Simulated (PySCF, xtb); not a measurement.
Bonds broken one at a time in the series B Cl-H. Gas-phase values, no solvent. Strings in code marks are SMILES.

Quantity: homolytic bond dissociation enthalpy at 298 K (no spin–orbit term), in kcal/mol. Thermal and zero-point terms are GFN2-xTB rigid-rotor harmonic values (xtb).

Case: Cl–B bond of `ClBCl`, giving `[BH]Cl` and `[Cl]`. Geometry of `ClBCl` (neutral, multiplicity 1, Å):

```xyz
4

Cl    -1.5177    -0.7003    -0.2884
B      0.0014     0.1234    -0.0675
Cl     1.5025    -0.6314    -0.5278
H      0.0138     1.2082     0.4007
```

Problem. Predict the homolytic bond dissociation enthalpy at 298 K (no spin–orbit term) from B3LYP/3-21G // B3LYP-D3(BJ)/def2-TZVP (PySCF).

Solution. 109.5 kcal/mol.
